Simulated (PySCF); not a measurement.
Simulated C 1s region for 2,2-difluoropropane, `CC(C)(F)F`, binding energy against the vacuum level.

Every computed line was given a Gaussian of 1.0 eV full width at half maximum and an area set by the number of equivalent atoms; the highest printed point is 100. Theory: delta-SCF UKS SCAN, pcX-2 on the ionised atom, pcseg-1 elsewhere, spin-free X2C (PySCF 2.14.0).

| binding energy (eV) | intensity |
| --- | --- |
| 290.0 | 1 |
| 290.2 | 4 |
| 290.4 | 11 |
| 290.6 | 26 |
| 290.8 | 51 |
| 291.0 | 79 |
| 291.2 | 100 |
| 291.4 | 100 |
| 291.6 | 80 |
| 291.8 | 52 |
| 292.0 | 27 |
| 292.2 | 11 |
| 292.4 | 4 |
| 292.6 | 1 |
| 292.8 | 0 |
| 293.0 | 0 |
| 293.2 | 0 |
| 293.4 | 0 |
| 293.6 | 0 |
| 293.8 | 0 |
| 294.0 | 0 |
| 294.2 | 1 |
| 294.4 | 2 |
| 294.6 | 6 |
| 294.8 | 14 |
| 295.0 | 26 |
| 295.2 | 41 |
| 295.4 | 50 |
| 295.6 | 50 |
| 295.8 | 39 |
| 296.0 | 25 |
| 296.2 | 13 |
| 296.4 | 5 |
| 296.6 | 2 |
| 296.8 | 0 |

Task: Count the maxima, the lines and the sites behind this envelope.

Result: The curve has 2 maxima (at 291.3 and 295.5 eV). Under it lie 2 lines from 2 inequivalent carbon sites.

Task: Decompose the envelope and assign each component. Numbering: `[CH3:1][C:2]([CH3:3])([F:4])[F:5]`.

Result: 
```
position (eV)  relative area  line  atoms    environment
       291.30              2  C 1s  C1/C3  methyl carbon
       295.49              1  C 1s     C2     CF2 carbon
```

Task: What are the centre and the root-mean-square width of the whole band?

Result: The area-weighted mean of the lines is 292.70 eV. Their own spread about it is 1.97 eV (rms) and each Gaussian has σ = 1.0/2.355 = 0.42 eV; the variances add, which gives 2.02 eV.

The listed C 1s values span 4.19 eV, from C1/C3 (bonded to C and 3 H) to C2 (bonded to 2 F and 2 C).

The curve has no shake-up lines and no vibrational structure. The first atom of each set that the bonding makes equivalent was ionised and stands for the set. Geometry: PBE0-D3(BJ)/def2-SVP; no solvent, vibrations or thermal averaging.
